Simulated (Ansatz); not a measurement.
HSiC, quartet in cc-pVDZ: errors against UCCSDTQ

Geometry: that of the HSiC, doublet, kept fixed. The doublet lies 2.5 eV lower here.

```yaml
atoms:
  - { symbol: Si, position_ang: [0.0000, 0.0000, 0.0756] }
  - { symbol: C, position_ang: [0.0000, 0.0000, -1.6507] }
  - { symbol: H, position_ang: [0.0000, 0.0000, 1.5751] }
```

Basis cc-pVDZ; Ansatz 0.2.0. Only valence electrons are correlated (noble-gas cores frozen), which leaves 9 electrons in 31 orbitals. Prefix R: restricted or restricted open-shell reference; prefix U: unrestricted. Active spaces: valence = (9e, 9o) chosen from the atoms' valence shells.

Full CI isn't at hand for all of this; UCCSDTQ serves as the reference, and is uncertain by about the last step of the cluster series. The frozen core follows each run's orbitals, which can shift R against U totals by a few meV.

HF rows are the lowest solutions found. Coupled cluster chose its determinant by trial CCSD, here up to 0.08 eV above the lowest Hartree–Fock solution of its kind, and MP2 stands on that determinant too. The largest doubles amplitude grows up the series, to 0.34: the determinant mixes near-degenerate terms, and the last step may understate the doubt.

```
UHF ⟨S²⟩                          : 3.827
T1 diagnostic (RCCSD)             : 0.0302
largest doubles amplitude (RCCSD) : 0.089
T1 diagnostic (UCCSD)             : 0.0340
```

```tsv
level	E − E(UCCSDTQ) (mEh)	share of correlation (%)	wall time
RHF	207.95	0.00	–
UHF	200.57	3.55	–
RMP2	48.52	76.67	–
UMP2	50.80	75.57	–
RCCSD	13.67	93.43	–
UCCSD	13.57	93.47	–
RCCSD(T)	5.21	97.49	6 s
UCCSD(T)	5.41	97.40	12 s
BCCD(T)	5.38	97.41	6 s
RCCSDT	1.56	99.25	–
UCCSDT	1.66	99.20	–
RCCSDT(Q)	0.30	99.86	17 s
UCCSDT(Q)	0.37	99.82	15 s
RCCSDTQ	0.00	100.00	1.9 min (H100)
```

The correlation energy at UCCSDTQ, counted from RHF, is -5.659 eV. That run took 2.2 min on 2 threads of AMD EPYC 7R13 with a shared H100 80 GB, shared host.

Run but not shown, since their state or frozen core can't be matched to the reference's or they repeat it: CISD, CASSCF (valence space), NEVPT2 (valence space), MRCISD (valence space), MRCISD+Q (valence space).

Times hold each run's SCF and search for its determinant on a shared host, so for small cases they say little of a method's own cost; rows without a card ran on 1 thread of AMD EPYC 7R13.

Natural occupations of CASSCF (valence space) about the gap: 1.979 1.969 1.879 1.029 0.981 0.971 0.121 0.054 0.016; effectively unpaired electrons, Σ n²(2−n)², 3.12.
